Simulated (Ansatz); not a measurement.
Li₃H₃⁺, relaxed as a doublet with UKS PBE0-D4/def2-TZVP in Ansatz, starting from the GFN1-xTB geometry. Force threshold 0.02 eV/Å.

In the doublet, H5 and H6 lie 0.78 Å apart (atoms count from 1), so H2 has formed as a molecule. Another isomer (doublet) lies 0.52 eV lower at PBE0-D4/def2-TZVP; other spin states weren't run for this one.

Start:

```
atom   x (Å)   y (Å)   z (Å)
 Li1  -0.255  -1.202   0.267
 Li2  -1.206   1.164   0.666
 Li3   1.087   0.531  -0.388
  H4   0.147   0.345   1.295
  H5   0.920  -1.101  -1.042
  H6  -0.693   0.264  -0.798
```

Problem. Estimate the energy that the relaxation releases and the steps that it takes.

Solution. 1.11 eV, in 17 steps; 11 s on 4 threads of Arm Neoverse V1 on a shared host. No frequencies were taken in this run, so the end may be a saddle point.

Problem. Does the start keep its bonding and symmetry?

Solution. Bonds lost: Li1–H5, Li2–H6, Li3–H5, Li3–H6 (atoms count from 1). Point group Cs at the start, Cs at the end, both within 0.05 Å.

Problem. Predict the relaxed structure.

Solution. 
```xyz
6

Li   -0.820   -1.008    0.271
Li   -1.136    1.464    1.609
Li    0.731    1.005   -0.467
H     0.104    0.293    1.016
H     0.834   -0.996   -0.966
H     0.288   -0.758   -1.463
```
Bond lengths (bridged metal pairs left out): 3 × H–Li 1.76 to 1.81 Å.
